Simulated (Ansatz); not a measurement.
For solid iodine, LDA (PAW; Ansatz, an electronic-structure program) gives:

```
Property                              Result
-----------------------------  -------------
volume per atom                36.82 Å³/atom
bulk modulus B0                     15.3 GPa
band gap at the measured cell        1.03 eV
```

What does r²SCAN+SOC in Ansatz (plane waves, PAW) give for the same quantities?


- equilibrium volume per atom: 44.19 Å³/atom (grows by 20 %)
- bulk modulus: 7.49 GPa (drops by 51 %)
- band gap at the measured cell: 1.08 eV (goes up by 0.05 eV)

Changes are worked out from the printed values.

Unless a cell is named, each level is at its own relaxed cell (LDA 36.82, r²SCAN+SOC 44.16 Å³/atom).

Levels without +SOC have no spin–orbit coupling; where heavier elements are present it shifts gaps, mostly down, and can invert bands. Density-functional gaps are differences of (generalised) Kohn–Sham levels.

Caveats: LDA has no dispersion term either, though it tends to give short spacings of layers, chains or molecules (LDA); the cell comes from a level without a dispersion term, which matters for the spacing of layers, chains or molecules (r²SCAN+SOC). Ansatz's density-functional and Hartree–Fock values are scalar-relativistic unless marked +SOC, with PAW data made under PBE.
